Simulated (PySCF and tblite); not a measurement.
C₅H₁₀, numbered as in [CH2:1]=[CH:2][CH2:3][CH2:4][CH3:5].

Level: PBE0-D3(BJ)/pcSseg-1 (IEF-PCM, chloroform)//PBE0-D3(BJ)/def2-SVP, thermal terms from GFN2-xTB, symmetry numbers and mirror pairs counted. Conformers within 4 kcal/mol (GFN2-xTB free energy) were kept, 6 at most. GIAO shieldings: PBE0/pcSseg-1 (IEF-PCM, chloroform). Shifts are against TMS (¹H), TMS (¹³C) at the same level. Run with PySCF (density fitting) and tblite.

Torsions listed: C1–C2–C3–C4, C2–C3–C4–C5. Of a mirror pair one member is shown.

```csv
conformer,shape,weight %,dipole D
1,"120°, -65°",36.3,0.51
2,"-119°, -179°",34.0,0.51
3,"115°, 64°",12.8,0.52
4,"0°, 180°",11.6,0.56
5,"-12°, -71°",5.3,0.59
```

Q: How do the computed shifts compare with measured ones?

A: 
| nucleus | signal | leading conformer | average | measured | medium |
| --- | --- | --- | --- | --- | --- |
| ¹H | H3 | 2.09 | 2.02 | 2.02 | not stated per compound (mostly CDCl3 or CCl4) |
| ¹H | H4 | 1.35 | 1.32 | 1.43 | not stated per compound (mostly CDCl3 or CCl4) |
| ¹H | H5 | 0.85 | 0.95 | 0.91 | not stated per compound (mostly CDCl3 or CCl4) |
| ¹³C | C3 | 39.8 | 40.0 | 36.2 | not stated per compound (mostly CDCl3 or CCl4) |
| ¹³C | C4 | 24.2 | 25.1 | 22.4 | not stated per compound (mostly CDCl3 or CCl4) |
| ¹³C | C5 | 14.5 | 15.4 | 13.6 | not stated per compound (mostly CDCl3 or CCl4) |

Measured values: Pretsch, Buehlmann, Badertscher, Structure Determination of Organic Compounds, 4th ed. (2009). Mean difference for ¹H: -0.02 ppm, scatter 0.06 ppm. Mean difference for ¹³C: 2.77 ppm, scatter 0.82 ppm. The computed shifts are unscaled and lack vibrational corrections.
